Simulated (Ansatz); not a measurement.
**Other spins and charges of HB–Ga–Cl, triplet at one geometry**

Geometry (PBE0/def2-TZVP stationary point for this spin, not checked as a minimum):

| atom | x (Å) | y (Å) | z (Å) |
| --- | --- | --- | --- |
| B | 0.0000 | -0.3428 | 2.2964 |
| Ga | 0.0000 | 0.0981 | 0.4394 |
| Cl | 0.0000 | -0.0891 | -1.6618 |
| H | 0.0000 | 0.0237 | 3.4216 |

Basis cc-pVDZ; Ansatz 0.2.0. Correlated methods freeze the noble-gas cores and the filled d shells of p-block atoms. Prefix R: restricted or restricted open-shell reference; prefix U: unrestricted. No spin–orbit coupling is included, and no scalar relativity.

Gaps are energies of the second state less the first, at fixed atoms, for a selection of the levels run; each method lands on the state that its own search finds for that charge and spin.

Removing an electron, to the quartet: 11.544 eV at UCCSDT(Q).

```csv
level,gap (eV),error (meV)
UHF,11.060,-484
UMP2,11.661,117
UCCSD,11.585,41
UCCSD(T),11.566,22
BCCD(T),11.571,27
UCCSDT,11.550,6
PBE,11.505,-39
r2SCAN,11.716,172
PBE0,11.836,292
B3LYP,11.815,271
wB97M-V,12.016,472
B2PLYP,11.822,278
RPA-PBE,11.254,-290
```

Quintet less triplet: 5.788 eV at UCCSDT(Q).

| level | gap (eV) | error (meV) |
| --- | --- | --- |
| UHF | 5.315 | -473 |
| UMP2 | 5.859 | 71 |
| UCCSD | 5.796 | 8 |
| UCCSD(T) | 5.799 | 11 |
| BCCD(T) | 5.807 | 19 |
| UCCSDT | 5.790 | 2 |
| PBE | 5.614 | -174 |
| BLYP | 5.706 | -82 |
| r2SCAN | 5.685 | -103 |
| PBE0 | 5.793 | 5 |
| B3LYP | 5.878 | 90 |
| r2SCANh | 5.726 | -62 |
| wB97M-V | 6.090 | 302 |
| B2PLYP | 5.984 | 196 |
| RPA-PBE | 5.622 | -166 |

Removing an electron, to the doublet: 7.648 eV at UCCSDT(Q).

```csv
level,gap (eV),error (meV)
UHF,7.146,-502
UMP2,7.614,-34
UCCSD,7.613,-35
UCCSD(T),7.640,-8
BCCD(T),7.638,-10
UCCSDT,7.646,-2
PBE,7.987,339
BLYP,7.713,65
r2SCAN,8.101,453
PBE0,7.981,333
B3LYP,7.881,233
wB97M-V,7.782,134
B2PLYP,7.712,64
RPA-PBE,7.780,132
```

In so small a basis the reference is far from its limit while semilocal and hybrid functionals are nearer theirs (RPA and double hybrids share part of the reference's basis error), so the functionals' errors here hold much of the reference's basis and frozen-core error, which can add to them or hide them.

Full CI isn't at hand for all of this; UCCSDT(Q) serves as the reference, and is uncertain by the last step of the cluster series or more. The frozen core follows each run's orbitals, which can shift R against U totals by a few meV for light atoms and by up to 0.1 eV past Ca.
